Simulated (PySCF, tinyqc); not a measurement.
RHF in the sto-3g basis, for CH+, spin multiplicity 1, step by step. This run ends on a higher stationary point, not on the lowest solution. The lowest restricted solution is unstable here: a spin-polarised one lies 0.0085 hartree lower (PySCF). One step of it, computed by the program tinyqc.

Question. Iteration 2: DIIS coefficients. Solve [B -1; -1 0][c; lambda] = [0; -1] for the coefficients, which sum to one.

B (overlaps of the stored error matrices):
```
               1              2
1  4.0967457e-01  1.4331642e-01
2  1.4331642e-01  8.8299185e-02
```

Give: DIIS coefficients.

Answer.

DIIS coefficients: -0.2603  1.2603
